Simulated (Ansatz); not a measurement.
Relaxation of ClH₅NSi (8 atoms, charge 0, multiplicity 2), to a largest force component of 0.03 eV/Å in at most 50 steps.

Level of theory: Ansatz 0.2.0, UKS revPBE-D4/6-31G*.

```xyz
8
Properties=species:S:1:pos:R:3
Si 0.079 -0.046 0.038
H 0.700 -0.560 2.577
Cl 1.872 0.112 -1.051
H -0.690 1.237 -0.173
H -0.703 -1.190 -0.559
N 0.097 -0.089 3.290
H -0.869 -0.384 3.092
H 0.147 0.920 3.085
```

Q: Where does it end, and by what steps?

A: The forces met the threshold. The force dipped under the threshold on the way, but the program's further checks kept it going. After 13 steps the energy has fallen by 0.095 eV; Cl3 moved furthest, 0.79 Å.

```tsv
step	energy less start (eV)	largest force component (eV/Å)	accepted
0	0.0000	0.524	yes
1	-0.0176	0.482	yes
2	0.0028	0.511	no
3	-0.0255	0.469	yes
4	-0.0389	0.069	yes
5	-0.0537	0.071	yes
6	-0.0618	0.312	yes
7	-0.0874	0.238	yes
8	-0.0884	0.216	yes
9	-0.0949	0.041	yes
10	-0.0942	0.073	no
11	-0.0951	0.018	yes
12	-0.0949	0.073	no
13	-0.0954	0.029	yes
```

```xyz
8
Properties=species:S:1:pos:R:3
Si 0.465 0.051 0.113
H 0.661 -0.643 2.927
Cl 1.468 0.108 -1.732
H -0.370 1.300 0.200
H -0.445 -1.149 0.081
N -0.172 -0.096 3.171
H -0.968 -0.451 2.631
H -0.006 0.880 2.907
```

Whether the end is a true minimum wasn't checked by a vibrational analysis.

The run took 25 s on 2 threads of Arm Neoverse V1, on a shared host, peak memory 0.14 GiB.
